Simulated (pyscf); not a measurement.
Structures and frequencies: ωB97X-D3(BJ)/def2-SVP in PySCF.

Task: For the elementary gas-phase step `[OH][SiH2][F]` + `[H]` [doublet] → `[O][SiH2][F]` [doublet] + `[H][H]` (doublet surface; H–O broken, H–H formed), what barrier and reaction energy does ωB97X-D3(BJ)/def2-TZVP give, measured from the separated reactants?…

Result: ΔE‡ = 19.4 kcal/mol, ΔE = +15.2 kcal/mol. ωB97M-D3(BJ)/def2-TZVP gives 20.0 kcal/mol and +15.6 kcal/mol. Zero-point energy shifts the barrier by -1.2 kcal/mol. It is a hydrogen abstraction, with an imaginary mode of 929i cm⁻¹. The same reactants have a lower exit, to HO–SiH•–F + H₂ (barrier +6.8 kcal/mol at ωB97M-D3(BJ)/def2-TZVP, against +20.0 kcal/mol here). •O–SiH₂–F lies 23.3 kcal/mol over its isomer HO–SiH•–F (electronic energy, ωB97M-D3(BJ)/def2-TZVP). This is the saddle that the search found; another between the same sides may lie lower. The angle at the transferred H is 159°.
